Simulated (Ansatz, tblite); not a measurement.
# The cluster S4: rung by rung

How do method and basis change the picture of the cluster S4 (singlet)?

Method: as each input shows; program: Ansatz 0.2.0, Gaussian basis.

The runs, in order: GFN1-xTB, GFN2-xTB, PBE-D4/def2-TZVP, r2SCAN-D4/def2-TZVP, HSE06-D4/def2-TZVP, ωB97X-V/def2-TZVP, LC-ωPBE/def2-TZVP, r2SCANh-D4/def2-TZVP, BLYP-D4/def2-TZVP, PBE-D4/def2-SVP, PBE0-D4/def2-SVP, HF/STO-3G, HF/6-31G, B3LYP-D4/6-31G, PBE0-D4/def2-TZVPD, PBE-D4/def2-TZVPD, r2SCAN-D4/def2-TZVPD, CCSD(T)/def2-TZVPP, MP2/def2-TZVP, RPA/def2-TZVP.

### Step 1. The structure

The singlet was relaxed beforehand with PBE0-D4/def2-TZVP. At that level it is the lowest of the isomers that a small search found.

4 atoms, charge 0, spin multiplicity 1.

Bond lengths: S1–S3 1.897 Å, S2–S3 2.074 Å, S2–S4 1.897 Å. Angles: S3–S2–S4 106.6°, S1–S3–S2 106.5°.

PBE0-D4/def2-TZVP was run before; its log isn't repeated, and its numbers join the tables.

### Step 2. GFN1-xTB

Tight binding, by tblite at 300 K electronic temperature and without a spin-polarisation term:

```python
tblite.interface.Calculator('GFN1-xTB', numbers, positions, charge=0, uhf=0).singlepoint()
```

Energy -400.8089 eV, HOMO -10.79 eV, LUMO -9.87 eV; 0.004 s.

### Step 3. GFN2-xTB

Tight binding, by tblite at 300 K electronic temperature and without a spin-polarisation term:

```python
tblite.interface.Calculator('GFN2-xTB', numbers, positions, charge=0, uhf=0).singlepoint()
```

Energy -354.0925 eV, HOMO -10.73 eV, LUMO -10.00 eV; 0.004 s.

### Step 4. PBE-D4/def2-TZVP

start.molden holds the orbitals of an earlier run on this state, given as this run's starting guess.

Contents of in.yaml:

```yaml
crystal:
  periodic: [false, false, false]
  atoms:
    - {symbol: S, position_ang: [-0.373041, 1.780582, 0.067643]}
    - {symbol: S, position_ang: [0.015316, -1.378840, -0.016963]}
    - {symbol: S, position_ang: [-1.357804, 0.163107, 0.178296]}
    - {symbol: S, position_ang: [1.715529, -0.564848, -0.228976]}
basis:
  gaussian: {orbitals: def2-TZVP, initial_orbitals: start.molden}
hamiltonian: {xc: pbe, dispersion: d4}
scf: {omitted_lower_state_checks: [starts]}
output: {orbitals: {seedname: orbitals}}
```

Launch:

```sh
ansatz run in.yaml --threads 4 --pin off --events-out ev --progress --plain --max-ram 3916MiB
```

Further steps of the session: r2SCAN-D4/def2-TZVP; HSE06-D4/def2-TZVP; ωB97X-V/def2-TZVP; LC-ωPBE/def2-TZVP; r2SCANh-D4/def2-TZVP; BLYP-D4/def2-TZVP; PBE-D4/def2-SVP; PBE0-D4/def2-SVP; HF/STO-3G; HF/6-31G; B3LYP-D4/6-31G; PBE0-D4/def2-TZVPD; PBE-D4/def2-TZVPD; r2SCAN-D4/def2-TZVPD; CCSD(T)/def2-TZVPP; MP2/def2-TZVP; RPA/def2-TZVP.

**Question.** What will the summary of the whole plan be? Wanted: gap in def2-TZVP, named functionals, smallest and largest; correlation energy, CCSD(T)/def2-TZVPP; correlation energy, MP2/def2-TZVP; binding an atom, functionals in def2-TZVP; PBE0 total energy, smallest basis above largest.

As calculated:

```
                                                 quantity                                 value
gap in def2-TZVP, named functionals, smallest and largest  1.37 eV (BLYP-D4), 6.31 eV (LC-ωPBE)
                   correlation energy, CCSD(T)/def2-TZVPP                             -22.18 eV
                        correlation energy, MP2/def2-TZVP                             -19.98 eV
                binding an atom, functionals in def2-TZVP    2.14 (LC-ωPBE) to 2.85 eV (PBE-D4)
          PBE0 total energy, smallest basis above largest       15.67 eV (def2-SVP, def2-TZVPD)
```

In words: Orbital gaps of the named functionals in def2-TZVP span 1.37 eV (BLYP-D4) to 6.31 eV (LC-ωPBE); exact exchange widens it. Notes on CCSD(T)/def2-TZVPP: large T1 diagnostic.
